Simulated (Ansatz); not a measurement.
Input file:

```yaml
crystal:
  periodic: [false, false, false]
  atoms:
    - {symbol: Si, position_ang: [-0.018261, 0.000000, 0.580059]}
    - {symbol: B, position_ang: [0.127982, -0.000001, -1.510314]}
    - {symbol: H, position_ang: [0.661937, -1.230696, 1.055108]}
    - {symbol: H, position_ang: [0.661938, 1.230696, 1.055107]}
    - {symbol: H, position_ang: [-1.445963, 0.000001, 0.989065]}
    - {symbol: H, position_ang: [-0.370895, -1.096559, -1.531404]}
    - {symbol: H, position_ang: [-0.370894, 1.096559, -1.531405]}
basis:
  gaussian: {orbitals: def2-mTZVP, point_charges: [{charge: 0.50, position_ang: [3.995, -0.256, -0.071]}]}
magnetization: {spin_polarized: false, initial_magnetization: 4}
correlation: {active_space: {ras: {orbitals: [4, 4, 42], electrons: 12, max_holes: 2, max_particles: 2}, fixed_orbitals: true}}
```

```sh
$ ansatz run in.yaml --threads 1 --pin off --events-out ev --progress --plain --max-ram 2393MiB
```

**Question.** Roughly how long does this take on 1 thread of Arm Neoverse V1, shared host, and how much host memory?

**Answer.** 49 s wall and 0.27 GiB.

```
539 factors; integrals over basis functions are off by at most 9.8e-4 eV
mean field evaluation 1: about -8598.0607 eV, gradient 1.2e1 eV
mean field evaluation 2: about -8598.0670 eV, gradient 1.2e1 eV
mean field evaluation 4: about -8599.6950 eV, gradient 1.9e0 eV
mean field evaluation 8: about -8599.8255 eV, gradient 1.7e0 eV
mean field evaluation 16: about -8600.4120 eV, gradient 2.5e-4 eV
mean field evaluation 32: about -8600.4087 eV, gradient 3.2e-1 eV
mean field evaluation 64: about -8600.3969 eV, gradient 2.2e-5 eV
mean field evaluation 96: about -8600.4112 eV, gradient 5.5e-1 eV
mean field evaluation 128: about -8599.9043 eV, gradient 1.6e0 eV
mean field evaluation 160: about -8599.6670 eV, gradient 8.4e-6 eV
mean field -8600.41789548 eV, -316.0595280864 hartree, gradient 2.7e-6 eV, S^2 6.000000; 21 other end points of the search recorded, 0 dependent functions left out
reference -8600.41789548 eV, -316.0595280864 hartree; 14, 10 occupied and 42, 46 virtual orbitals, 539 factors
state -8605.05905141 eV, -316.2300874207 hartree
Total energy: -8605.05905141 eV, -316.2300874207 hartree
```
